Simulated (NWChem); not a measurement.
Molecule: propene (C3H6); SMILES C=CC

Program: NWChem. Pople sets run with spherical d functions. Geometry: optimised at PBE-D3(BJ)/def2-SVP. Computed dipoles belong to the equilibrium geometry; the measured one is vibrationally averaged.

Measured dipole moment: 0.36 D (NIST CCCBDB, as tabulated in the package chemicals).

### Question
Which of these levels lies farthest from the measured value, and how do the others fare: Hartree-Fock/STO-3G; Hartree-Fock/6-311G**; Hartree-Fock/6-31G*; Hartree-Fock/6-311++G**; Hartree-Fock/3-21G; Hartree-Fock/6-31+G*?

### Answer
Hartree-Fock/STO-3G.
```
level                    dipole moment (D)  computed − measured
-----------------------  -----------------  -------------------
Hartree-Fock/STO-3G                   0.25                -0.11
Hartree-Fock/3-21G                    0.33                -0.03
Hartree-Fock/6-31G*                   0.31                -0.05
Hartree-Fock/6-31+G*                  0.40                +0.04
Hartree-Fock/6-311G**                 0.37                +0.01
Hartree-Fock/6-311++G**               0.42                +0.06
```
